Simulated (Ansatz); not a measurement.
**PH2+ (singlet): the correlation ladder at angle H2–P1–H3 = 138.5°, cc-pVDZ**

How much of the correlation energy of PH2+ (singlet) does each wave-function method recover here?

The runs use Ansatz 0.2.0, Gaussian basis; cc-pVDZ, core rule «outside noble gas», up to 5 orbitals frozen.

The runs, in order: UHF; CCSD(T) on RHF; CCSD(T) on UHF; BCCD(T) on RHF; CISD; CCSDT(Q) on RHF; CCSDT(Q) on UHF; CCSDTQ on RHF; CASSCF and MRCISD+Q, 2 electrons in 2 orbitals; CASSCF and NEVPT2, 2 electrons in 2 orbitals; CASSCF and MRCISD+Q, 6 electrons in 6 orbitals; CASSCF and NEVPT2, 6 electrons in 6 orbitals; Full CI.

9 further runs of the same task are left out: 7 that didn't finish, 2 set aside as unsound or not needed.

## (1) What is computed

The geometry derives from a PBE0/def2-TZVP stationary point (not a proven minimum). One angle is set to the value named; bond lengths are kept.

3 atoms, charge 1, spin multiplicity 1.

Atoms are counted from 1 here; the program's logs count them from 0.

Bond lengths: P1–H2 1.429 Å, P1–H3 1.429 Å. Angles: H2–P1–H3 138.5°.

## (2) UHF

File in.yaml:

```yaml
crystal:
  periodic: [false, false, false]
  atoms:
    - {symbol: P, position_ang: [0.000000, -0.030941, 0.000000]}
    - {symbol: H, position_ang: [0.000000, 0.475408, -1.336483]}
    - {symbol: H, position_ang: [0.000000, 0.475406, 1.336484]}
basis:
  gaussian: {orbitals: cc-pVDZ}
total_charge: 1
magnetization: {spin_polarized: true, initial_magnetization: 0}
hamiltonian: {xc: hf}
output: {orbitals: {seedname: orbitals}}
```

On the command line:

```console
> ansatz run in.yaml --threads 1 --pin off --events-out ev --progress --plain --max-ram 2393MiB
```

Further steps of the session: CCSD(T) on RHF; CCSD(T) on UHF; BCCD(T) on RHF; CISD; CCSDT(Q) on RHF; CCSDT(Q) on UHF; CCSDTQ on RHF; CASSCF and MRCISD+Q, 2 electrons in 2 orbitals; CASSCF and NEVPT2, 2 electrons in 2 orbitals; CASSCF and MRCISD+Q, 6 electrons in 6 orbitals; CASSCF and NEVPT2, 6 electrons in 6 orbitals; Full CI.

Before running them: what should the planned runs give, taken together? Wanted: FCI below the RHF energy; RMP2 from FCI; RCCSD from FCI; RCCSD(T) from FCI; RCCSDT(Q) from FCI; NEVPT2 pair from FCI; MRCISD+Q pair from FCI; NEVPT2 valence from FCI; T1 diagnostic.

**Answer**, as computed:

| quantity | value |
| --- | --- |
| FCI below the RHF energy | -3.6219 eV |
| RMP2 from FCI | +964.7 meV |
| RCCSD from FCI | +117.0 meV |
| RCCSD(T) from FCI | +33.8 meV |
| RCCSDT(Q) from FCI | +1.4 meV |
| NEVPT2 pair from FCI | +820.8 meV |
| MRCISD+Q pair from FCI | -25.2 meV |
| NEVPT2 valence from FCI | +604.8 meV |
| levels within 1 kcal/mol (43 meV) | RCCSD(T), BCCD(T), RCCSDT, RCCSDT(Q), RCCSDTQ, MRCISD+Q pair, MRCISD+Q valence |
| T1 diagnostic | 0.014 |
| effectively unpaired electrons | 0.19 |

**Reading.** RCCSD(T) misses by +33.8 meV, 0.9 % of the correlation energy. MRCISD+Q pair falls below full CI: the +Q correction isn't variational, and the cores differ from full CI's. One determinant dominates. Of the multireference levels listed MRCISD+Q valence comes nearest in total energy (+18.8 meV), which doesn't show that its space is the better one. These misses are within one basis, not against nature.
